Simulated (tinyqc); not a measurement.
G0W0 on RHF in the sto-3g basis, for H2O, spin multiplicity 1, step by step (part 1 of 2). Computed by tinyqc, a small Python program that keeps every step (integrals from PySCF). Settings: charge = 0, multiplicity = 1, basis = sto-3g, method = RHF, energy threshold = 1e-10, iteration cap = 63, orthogonalisation = symmetric, start = atomic densities, DIIS depth = 6. Command: `OMP_NUM_THREADS=1 python tinyqc.py 27860 27861 out.jsonl` (the two numbers bound the seeds that draw the settings). One thread of a shared host (Intel(R) Xeon(R) Processor @ 2.60GHz), about 0.08 s of CPU time with the checks. The early iterations of the SCF are left out here.

## One-electron integrals

Geometry (angstrom):
```
atom         x          y         z
O     0.000000   0.000000  0.000000
H     0.000000   0.773000  0.681000
H     0.000000  -0.792000  0.697000
```

Basis sto-3g: exponents (1/bohr^2) and contraction coefficients of normalised primitives:
```
element  l (shell)    exponent  coefficient
O            s (1)  130.709320     0.154329
O            s (1)   23.808861     0.535328
O            s (1)    6.443608     0.444635
O            s (2)    5.033151    -0.099967
O            s (2)    1.169596     0.399513
O            s (2)    0.380389     0.700115
O            p (3)    5.033151     0.155916
O            p (3)    1.169596     0.607684
O            p (3)    0.380389     0.391957
H            s (1)    3.425251     0.154329
H            s (1)    0.623914     0.535328
H            s (1)    0.168855     0.444635
```

Overlap, kinetic and nuclear-attraction integrals over the contracted functions; the nuclear repulsion is the sum of Za Zb / Rab.

nuclear repulsion = 8.46010540 hartree

overlap S, order 1O 1s, 1O 2s, 1O 2px, 1O 2py, 1O 2pz, 2H 1s, 3H 1s:
$$\begin{pmatrix}
1.000000 & 0.236704 & 0.000000 & 0.000000 & 0.000000 & 0.045364 & 0.042753 \\
0.236704 & 1.000000 & 0.000000 & 0.000000 & 0.000000 & 0.428176 & 0.412922 \\
0.000000 & 0.000000 & 1.000000 & 0.000000 & 0.000000 & 0.000000 & 0.000000 \\
0.000000 & 0.000000 & 0.000000 & 1.000000 & 0.000000 & 0.275440 & -0.268576 \\
0.000000 & 0.000000 & 0.000000 & 0.000000 & 1.000000 & 0.242658 & 0.236361 \\
0.045364 & 0.428176 & 0.000000 & 0.275440 & 0.242658 & 1.000000 & 0.233740 \\
0.042753 & 0.412922 & 0.000000 & -0.268576 & 0.236361 & 0.233740 & 1.000000
\end{pmatrix}$$

kinetic energy T (hartree), order 1O 1s, 1O 2s, 1O 2px, 1O 2py, 1O 2pz, 2H 1s, 3H 1s:
$$\begin{pmatrix}
29.003200 & -0.168011 & 0.000000 & 0.000000 & 0.000000 & -0.006501 & -0.007374 \\
-0.168011 & 0.808128 & 0.000000 & 0.000000 & 0.000000 & 0.096362 & 0.086633 \\
0.000000 & 0.000000 & 2.528731 & 0.000000 & 0.000000 & 0.000000 & 0.000000 \\
0.000000 & 0.000000 & 0.000000 & 2.528731 & 0.000000 & 0.173508 & -0.161160 \\
0.000000 & 0.000000 & 0.000000 & 0.000000 & 2.528731 & 0.152857 & 0.141829 \\
-0.006501 & 0.096362 & 0.000000 & 0.173508 & 0.152857 & 0.760032 & 0.004675 \\
-0.007374 & 0.086633 & 0.000000 & -0.161160 & 0.141829 & 0.004675 & 0.760032
\end{pmatrix}$$

nuclear attraction V (hartree), order 1O 1s, 1O 2s, 1O 2px, 1O 2py, 1O 2pz, 2H 1s, 3H 1s:
$$\begin{pmatrix}
-61.633704 & -7.423393 & 0.000000 & -0.000463 & -0.017301 & -1.460361 & -1.375192 \\
-7.423393 & -10.059389 & 0.000000 & -0.004870 & -0.208833 & -3.392688 & -3.247116 \\
0.000000 & 0.000000 & -9.917698 & 0.000000 & 0.000000 & 0.000000 & 0.000000 \\
-0.000463 & -0.004870 & 0.000000 & -10.033259 & -0.002916 & -1.929529 & 1.861376 \\
-0.017301 & -0.208833 & 0.000000 & -0.002916 & -10.007296 & -1.765882 & -1.703345 \\
-1.460361 & -3.392688 & 0.000000 & -1.929529 & -1.765882 & -5.560899 & -1.405471 \\
-1.375192 & -3.247116 & 0.000000 & 1.861376 & -1.703345 & -1.405471 & -5.477008
\end{pmatrix}$$

core Hamiltonian H = T + V (hartree), order 1O 1s, 1O 2s, 1O 2px, 1O 2py, 1O 2pz, 2H 1s, 3H 1s:
$$\begin{pmatrix}
-32.630504 & -7.591404 & 0.000000 & -0.000463 & -0.017301 & -1.466862 & -1.382566 \\
-7.591404 & -9.251261 & 0.000000 & -0.004870 & -0.208833 & -3.296326 & -3.160482 \\
0.000000 & 0.000000 & -7.388967 & 0.000000 & 0.000000 & 0.000000 & 0.000000 \\
-0.000463 & -0.004870 & 0.000000 & -7.504528 & -0.002916 & -1.756021 & 1.700215 \\
-0.017301 & -0.208833 & 0.000000 & -0.002916 & -7.478565 & -1.613024 & -1.561515 \\
-1.466862 & -3.296326 & 0.000000 & -1.756021 & -1.613024 & -4.800868 & -1.400796 \\
-1.382566 & -3.160482 & 0.000000 & 1.700215 & -1.561515 & -1.400796 & -4.716976
\end{pmatrix}$$

## Two-electron integrals

Functions are numbered as in S; the eight-fold symmetry (ij|kl) = (ji|kl) = (kl|ij) leaves the list below.

Two-electron integrals (ij|kl) in chemists' order, unique and non-zero (hartree):
```
(11|11) 4.785065    (21|11) 0.741380    (21|21) 0.136873    (22|11) 1.118947
(22|21) 0.256633    (22|22) 0.817206    (31|31) 0.024477    (32|31) 0.037809
(32|32) 0.180518    (33|11) 1.115814    (33|21) 0.256684    (33|22) 0.817023
(33|33) 0.880159    (41|41) 0.024477    (42|41) 0.037809    (42|42) 0.180518
(43|43) 0.047444    (44|11) 1.115814    (44|21) 0.256684    (44|22) 0.817023
(44|33) 0.785270    (44|44) 0.880159    (51|51) 0.024477    (52|51) 0.037809
(52|52) 0.180518    (53|53) 0.047444    (54|54) 0.047444    (55|11) 1.115814
(55|21) 0.256684    (55|22) 0.817023    (55|33) 0.785270    (55|44) 0.785270
(55|55) 0.880159    (61|11) 0.144082    (61|21) 0.026381    (61|22) 0.049161
(61|33) 0.049066    (61|41) 0.000914    (61|42) 0.001713    (61|44) 0.049231
(61|51) 0.000805    (61|52) 0.001509    (61|54) 0.000146    (61|55) 0.049194
(61|61) 0.005151    (62|11) 0.355238    (62|21) 0.082517    (62|22) 0.291490
(62|33) 0.286499    (62|41) 0.004653    (62|42) 0.035744    (62|44) 0.294772
(62|51) 0.004099    (62|52) 0.031490    (62|54) 0.007288    (62|55) 0.292920
(62|61) 0.016221    (62|62) 0.129399    (63|31) 0.008576    (63|32) 0.050137
(63|43) 0.007401    (63|53) 0.006520    (63|63) 0.018308    (64|11) 0.193476
(64|21) 0.045517    (64|22) 0.171680    (64|33) 0.163914    (64|41) 0.010823
(64|42) 0.070037    (64|44) 0.183390    (64|51) 0.001979    (64|52) 0.017531
(64|54) 0.010639    (64|55) 0.167542    (64|61) 0.009338    (64|62) 0.092579
(64|64) 0.083777    (65|11) 0.170449    (65|21) 0.040100    (65|22) 0.151247
(65|33) 0.144405    (65|41) 0.001979    (65|42) 0.017531    (65|44) 0.148524
(65|51) 0.010320    (65|52) 0.065582    (65|54) 0.011029    (65|55) 0.160642
(65|61) 0.008226    (65|62) 0.081560    (65|64) 0.057677    (65|65) 0.069121
(66|11) 0.499125    (66|21) 0.117823    (66|22) 0.477726    (66|33) 0.458497
(66|41) 0.008507    (66|42) 0.090433    (66|44) 0.490639    (66|51) 0.007494
(66|52) 0.079670    (66|54) 0.028317    (66|55) 0.483444    (66|61) 0.023361
(66|62) 0.268527    (66|64) 0.219284    (66|65) 0.193186    (66|66) 0.774606
(71|11) 0.135704    (71|21) 0.024852    (71|22) 0.046328    (71|33) 0.046237
(71|41) -0.000861   (71|42) -0.001615   (71|44) 0.046394    (71|51) 0.000757
(71|52) 0.001421    (71|54) -0.000138   (71|55) 0.046359    (71|61) 0.004784
(71|62) 0.014846    (71|64) 0.007815    (71|65) 0.007535    (71|66) 0.021175
(71|71) 0.004571    (72|11) 0.339844    (72|21) 0.078964    (72|22) 0.279567
(72|33) 0.274739    (72|41) -0.004458   (72|42) -0.034472   (72|44) 0.282748
(72|51) 0.003923    (72|52) 0.030337    (72|54) -0.007049   (72|55) 0.280942
(72|61) 0.015075    (72|62) 0.101922    (72|64) 0.050099    (72|65) 0.062643
(72|66) 0.175048    (72|71) 0.014629    (72|72) 0.119762    (73|31) 0.008144
(73|32) 0.047838    (73|43) -0.007107   (73|53) 0.006255    (73|63) 0.013922
(73|73) 0.016803    (74|11) -0.186837   (74|21) -0.043962   (74|22) -0.166175
(74|33) -0.158686   (74|41) 0.010313    (74|42) 0.067169    (74|44) -0.177446
(74|51) -0.001909   (74|52) -0.017012   (74|54) 0.010255    (74|55) -0.162206
(74|61) -0.008015   (74|62) -0.050769   (74|64) -0.011471   (74|65) -0.030507
(74|66) -0.077402   (74|71) -0.008494   (74|72) -0.086483   (74|74) 0.078529
(75|11) 0.164426    (75|21) 0.038689    (75|22) 0.146243    (75|33) 0.139651
(75|41) -0.001909   (75|42) -0.017012   (75|44) 0.143652    (75|51) 0.009824
(75|52) 0.062810    (75|54) -0.010628   (75|55) 0.155259    (75|61) 0.007709
(75|62) 0.062991    (75|64) 0.030295    (75|65) 0.052056    (75|66) 0.118594
(75|71) 0.007475    (75|72) 0.076109    (75|74) -0.054322   (75|75) 0.064609
(76|11) 0.138180    (76|21) 0.032428    (76|22) 0.125274    (76|33) 0.122125
(76|41) -0.000014   (76|42) -0.000172   (76|44) 0.124336    (76|51) 0.002471
(76|52) 0.022993    (76|54) -0.000050   (76|55) 0.129224    (76|61) 0.006320
(76|62) 0.056186    (76|64) 0.034603    (76|65) 0.039833    (76|66) 0.123044
(76|71) 0.005958    (76|72) 0.054296    (76|74) -0.033941   (76|75) 0.038757
(76|76) 0.030573    (77|11) 0.488698    (77|21) 0.115391    (77|22) 0.469364
(77|33) 0.450596    (77|41) -0.008224   (77|42) -0.088398   (77|44) 0.481994
(77|51) 0.007238    (77|52) 0.077795    (77|54) -0.027632   (77|55) 0.474913
(77|61) 0.022006    (77|62) 0.179353    (77|64) 0.078300    (77|65) 0.120742
(77|66) 0.332745    (77|71) 0.021553    (77|72) 0.256402    (77|74) -0.211300
(77|75) 0.185954    (77|76) 0.123044    (77|77) 0.774606
```

## Orthogonalisation

S = U s U^T; symmetric (Loewdin) form X = U s^(-1/2) U^T, so that X^T S X = 1.

eigenvalues of S: [0.397019, 0.481948, 0.880340, 1.000000, 1.104897, 1.285078, 1.850718]

X, order 1O 1s, 1O 2s, 1O 2px, 1O 2py, 1O 2pz, 2H 1s, 3H 1s:
$$\begin{pmatrix}
1.023837 & -0.139078 & 0.000000 & -0.000339 & -0.009090 & 0.020341 & 0.019644 \\
-0.139078 & 1.186686 & 0.000000 & 0.004768 & 0.091777 & -0.254072 & -0.238589 \\
0.000000 & 0.000000 & 1.000000 & 0.000000 & 0.000000 & 0.000000 & 0.000000 \\
-0.000339 & 0.004768 & 0.000000 & 1.080632 & 0.002317 & -0.192867 & 0.185893 \\
-0.009090 & 0.091777 & 0.000000 & 0.002317 & 1.051125 & -0.141250 & -0.134200 \\
0.020341 & -0.254072 & 0.000000 & -0.192867 & -0.141250 & 1.166212 & -0.083651 \\
0.019644 & -0.238589 & 0.000000 & 0.185893 & -0.134200 & -0.083651 & 1.153379
\end{pmatrix}$$

## Iteration 8 (converged): orbitals

converged F (hartree), order 1O 1s, 1O 2s, 1O 2px, 1O 2py, 1O 2pz, 2H 1s, 3H 1s:
$$\begin{pmatrix}
-20.253535 & -5.164511 & 0.000000 & -0.000477 & -0.027178 & -1.006796 & -0.949369 \\
-5.164511 & -2.427685 & 0.000000 & -0.005318 & -0.099306 & -0.906349 & -0.869633 \\
0.000000 & 0.000000 & -0.392527 & 0.000000 & 0.000000 & 0.000000 & 0.000000 \\
-0.000477 & -0.005318 & 0.000000 & -0.262060 & -0.006136 & -0.363273 & 0.355576 \\
-0.027178 & -0.099306 & 0.000000 & -0.006136 & -0.307292 & -0.367869 & -0.360449 \\
-1.006796 & -0.906349 & 0.000000 & -0.363273 & -0.367869 & -0.495073 & -0.330886 \\
-0.949369 & -0.869633 & 0.000000 & 0.355576 & -0.360449 & -0.330886 & -0.467838
\end{pmatrix}$$

Diagonalise F' = X^T F X, C = X C', fill 5 alpha and 5 beta electrons from the bottom; D = 2 C_occ C_occ^T. Each column has its largest component positive (the first on a tie).

F' = X^T F X (hartree):
$$\begin{pmatrix}
-19.877184 & -2.688740 & 0.000000 & -0.000584 & -0.056680 & -0.136029 & -0.120802 \\
-2.688740 & -1.290232 & 0.000000 & 0.003179 & 0.112630 & -0.454301 & -0.431388 \\
0.000000 & 0.000000 & -0.392527 & 0.000000 & 0.000000 & 0.000000 & 0.000000 \\
-0.000584 & 0.003179 & 0.000000 & -0.022595 & -0.001139 & -0.424073 & 0.415308 \\
-0.056680 & 0.112630 & 0.000000 & -0.001139 & -0.151580 & -0.335007 & -0.324917 \\
-0.136029 & -0.454301 & 0.000000 & -0.424073 & -0.335007 & -0.004278 & -0.094366 \\
-0.120802 & -0.431388 & 0.000000 & 0.415308 & -0.324917 & -0.094366 & -0.009780
\end{pmatrix}$$

orbital energies (hartree): MO1 -20.261989, MO2 -1.236777, MO3 -0.563694, MO4 -0.459100, MO5 -0.392527, MO6 0.535904, MO7 0.630007

coefficients C, order 1O 1s, 1O 2s, 1O 2px, 1O 2py, 1O 2pz, 2H 1s, 3H 1s:
$$\begin{pmatrix}
0.994338 & -0.236037 & 0.005072 & 0.101512 & 0.000000 & 0.115963 & -0.016394 \\
0.024875 & 0.863796 & -0.027021 & -0.521268 & 0.000000 & -0.725408 & 0.109820 \\
0.000000 & 0.000000 & 0.000000 & 0.000000 & 1.000000 & 0.000000 & 0.000000 \\
0.000136 & 0.005356 & 0.617912 & -0.016538 & 0.000000 & 0.112720 & 0.919089 \\
0.003745 & 0.107364 & 0.020975 & 0.736932 & 0.000000 & -0.765592 & 0.100779 \\
-0.005175 & 0.154458 & 0.457356 & 0.302912 & 0.000000 & 0.636783 & -0.871124 \\
-0.004898 & 0.145774 & -0.446962 & 0.330614 & 0.000000 & 0.814337 & 0.673541
\end{pmatrix}$$

D after iteration 8, order 1O 1s, 1O 2s, 1O 2px, 1O 2py, 1O 2pz, 2H 1s, 3H 1s:
$$\begin{pmatrix}
2.109503 & -0.464411 & 0.000000 & 0.000653 & 0.106591 & -0.017068 & -0.015967 \\
-0.464411 & 2.038425 & 0.000000 & -0.006892 & -0.583744 & -0.073931 & -0.068928 \\
0.000000 & 0.000000 & 2.000000 & 0.000000 & 0.000000 & 0.000000 & 0.000000 \\
0.000653 & -0.006892 & 0.000000 & 0.764235 & 0.002697 & 0.556846 & -0.561742 \\
0.106591 & -0.583744 & 0.000000 & 0.002697 & 1.110101 & 0.498766 & 0.499795 \\
-0.017068 & -0.073931 & 0.000000 & 0.556846 & 0.498766 & 0.649629 & -0.163466 \\
-0.015967 & -0.068928 & 0.000000 & -0.561742 & 0.499795 & -0.163466 & 0.660709
\end{pmatrix}$$

## Convergence

Stop when the energy changes by less than 1e-10 hartree and every element of the error matrix X^T (F D S - S D F) X is below 3e-06.

Course of the cycle:
```
iteration   E (hartree)     change  largest element of the error matrix
1          -75.30278730          -                             1.16e+00
2          -74.91617308   3.87e-01                             1.97e-01
3          -74.95904528  -4.29e-02                             2.38e-02
4          -74.95985780  -8.13e-04                             4.49e-03
5          -74.95988745  -2.96e-05                             2.62e-04
6          -74.95988770  -2.57e-07                             6.42e-05
7          -74.95988772  -1.57e-08                             5.12e-07
8          -74.95988772  -5.97e-13                             7.79e-08
```

PySCF RHF in the same basis = -74.95988772 hartree

Converged in 8 iterations.

## Integrals over molecular orbitals

(pq|rs) = sum C_ip C_jq C_kr C_ls (ij|kl), one index at a time.

one-electron integrals over orbitals h = C^T H C (hartree):
$$\begin{pmatrix}
-32.613565 & 0.561963 & -0.011794 & -0.229822 & 0.000000 & -0.265081 & 0.037394 \\
0.561963 & -7.603358 & 0.014713 & 0.504081 & 0.000000 & 1.272998 & -0.183662 \\
-0.011794 & 0.014713 & -6.176423 & -0.039907 & 0.000000 & -0.204124 & -1.707920 \\
-0.229822 & 0.504081 & -0.039907 & -6.723593 & 0.000000 & 1.239266 & -0.097399 \\
0.000000 & 0.000000 & 0.000000 & 0.000000 & -7.388967 & 0.000000 & 0.000000 \\
-0.265081 & 1.272998 & -0.204124 & 1.239266 & 0.000000 & -5.382300 & -0.015946 \\
0.037394 & -0.183662 & -1.707920 & -0.097399 & 0.000000 & -0.015946 & -5.513644
\end{pmatrix}$$

Two-electron integrals over orbitals (pq|rs), unique and non-zero (hartree):
```
(11|11) 4.745973    (21|11) -0.422587   (21|21) 0.059636    (22|11) 1.011342
(22|21) -0.014088   (22|22) 0.725304    (31|11) 0.009098    (31|21) -0.001106
(31|22) 0.000912    (31|31) 0.011101    (32|11) -0.005172   (32|21) 0.000518
(32|22) 0.002581    (32|31) 0.017466    (32|32) 0.136176    (33|11) 0.784854
(33|21) -0.004655   (33|22) 0.631578    (33|31) -0.000262   (33|32) -0.000687
(33|33) 0.613536    (41|11) 0.180406    (41|21) -0.023037   (41|22) 0.014391
(41|31) 0.000696    (41|32) 0.000049    (41|33) 0.006167    (41|41) 0.025780
(42|11) -0.146260   (42|21) 0.008851    (42|22) -0.012127   (42|31) -1.59e-06
(42|32) 0.000825    (42|33) 0.004381    (42|41) 0.017581    (42|42) 0.127498
(43|11) 0.009416    (43|21) -0.000364   (43|22) 0.003453    (43|31) -0.003294
(43|32) 0.023219    (43|33) 0.002536    (43|41) -0.000508   (43|42) -0.004695
(43|43) 0.052921    (44|11) 0.952510    (44|21) -0.012147   (44|22) 0.662741
(44|31) -0.000021   (44|32) -0.004582   (44|33) 0.580411    (44|41) -0.009377
(44|42) -0.097595   (44|43) 0.003830    (44|44) 0.726765    (51|51) 0.025993
(52|51) 0.032815    (52|52) 0.147261    (53|51) -0.000676   (53|52) -0.002359
(53|53) 0.027788    (54|51) -0.013093   (54|52) -0.047199   (54|53) 0.001331
(54|54) 0.052100    (55|11) 1.115350    (55|21) -0.011912   (55|22) 0.750263
(55|31) 0.000254    (55|32) -0.002631   (55|33) 0.616747    (55|41) 0.005070
(55|42) -0.078808   (55|43) 0.005327    (55|44) 0.702351    (55|55) 0.880159
(61|11) 0.207828    (61|21) -0.031624   (61|22) 0.000709    (61|31) 0.002042
(61|32) 0.002062    (61|33) -0.000808   (61|41) -0.001544   (61|42) -0.020958
(61|43) 0.000187    (61|44) 0.017461    (61|55) 0.005529    (61|61) 0.028271
(62|11) -0.280890   (62|21) 0.005969    (62|22) -0.136620   (62|31) 0.001238
(62|32) 0.006655    (62|33) -0.073255   (62|41) -0.018609   (62|42) -0.026206
(62|43) -0.004062   (62|44) -0.068165   (62|55) -0.146995   (62|61) 0.009952
(62|62) 0.098317    (63|11) 0.042627    (63|21) -0.000874   (63|22) 0.019080
(63|31) -0.003171   (63|32) 0.032699    (63|33) 0.012357    (63|41) 0.000207
(63|42) -0.009246   (63|43) 0.032595    (63|44) 0.013931    (63|55) 0.023494
(63|61) 0.000145    (63|62) -0.011894   (63|63) 0.069471    (64|11) -0.253747
(64|21) 0.003248    (64|22) -0.112883   (64|31) -0.001088   (64|32) -0.008664
(64|33) -0.048380   (64|41) -0.000528   (64|42) 0.049727    (64|43) -0.005658
(64|44) -0.130222   (64|55) -0.138504   (64|61) -0.002437   (64|62) 0.057825
(64|63) -0.018593   (64|64) 0.090589    (65|51) -0.013743   (65|52) -0.053036
(65|53) 0.003459    (65|54) -0.002831   (65|65) 0.035945    (66|11) 0.805582
(66|21) -0.007419   (66|22) 0.609026    (66|31) -0.001369   (66|32) -0.020285
(66|33) 0.563129    (66|41) 0.019034    (66|42) 0.049630    (66|43) -0.013764
(66|44) 0.553105    (66|55) 0.589555    (66|61) -0.009353   (66|62) -0.097013
(66|63) -0.009042   (66|64) -0.048165   (66|66) 0.601186    (71|11) -0.029479
(71|21) 0.004600    (71|22) 0.000259    (71|31) 0.014507    (71|32) 0.021800
(71|33) -0.000574   (71|41) -0.000348   (71|42) 0.002125    (71|43) -0.004512
(71|44) -0.002072   (71|55) -0.000766   (71|61) -0.001403   (71|62) 0.001140
(71|63) -0.003730   (71|64) -0.001076   (71|66) -0.001451   (71|71) 0.019678
(72|11) 0.041248    (72|21) -0.000807   (72|22) 0.019814    (72|31) 0.014311
(72|32) 0.046652    (72|33) 0.007541    (72|41) 0.001977    (72|42) 0.000370
(72|43) -0.034086   (72|44) 0.012504    (72|55) 0.021228    (72|61) 0.001177
(72|62) -0.005149   (72|63) -0.031449   (72|64) -0.009568   (72|66) 0.014774
(72|71) 0.017972    (72|72) 0.065429    (73|11) 0.362085    (73|21) -0.007146
(73|22) 0.147823    (73|31) 0.000086    (73|32) -0.009311   (73|33) 0.088652
(73|41) -0.000537   (73|42) -0.081154   (73|43) -0.000284   (73|44) 0.144023
(73|55) 0.194290    (73|61) 0.006344    (73|62) -0.069561   (73|63) 0.009287
(73|64) -0.093439   (73|66) 0.044996    (73|71) -0.000849   (73|72) 0.013914
(73|73) 0.157847    (74|11) 0.020064    (74|21) -0.000259   (74|22) 0.007285
(74|31) -0.009105   (74|32) -0.076338   (74|33) 0.004409    (74|41) 0.000390
(74|42) -0.001634   (74|43) -0.007429   (74|44) 0.011836    (74|55) 0.010599
(74|61) -0.001473   (74|62) -0.007974   (74|63) -0.047242   (74|64) 0.002447
(74|66) 0.019448    (74|71) -0.011900   (74|72) -0.014957   (74|73) 0.014839
(74|74) 0.071804    (75|51) 0.001940    (75|52) 0.007541    (75|53) 0.023443
(75|54) -0.000586   (75|65) -0.001621   (75|75) 0.024389    (76|11) 0.001871
(76|21) -0.000171   (76|22) -0.002709   (76|31) -0.007803   (76|32) -0.086177
(76|33) 0.002239    (76|41) -0.001802   (76|42) -0.006440   (76|43) -0.054242
(76|44) 0.006933    (76|55) 0.001420    (76|61) 0.000417    (76|62) 0.004777
(76|63) -0.057455   (76|64) 0.010094    (76|66) 0.021442    (76|71) -0.010026
(76|72) 0.008306    (76|73) 0.013668    (76|74) 0.057565    (76|76) 0.105104
(77|11) 0.838661    (77|21) -0.008674   (77|22) 0.612680    (77|31) 0.002397
(77|32) 0.022913    (77|33) 0.594510    (77|41) 0.004362    (77|42) -0.013296
(77|43) 0.014678    (77|44) 0.585095    (77|55) 0.610453    (77|61) 0.003857
(77|62) -0.063083   (77|63) 0.025722    (77|64) -0.047625   (77|66) 0.554389
(77|71) 0.002271    (77|72) 0.007368    (77|73) 0.083838    (77|74) -0.012472
(77|76) -0.022343   (77|77) 0.608312
```
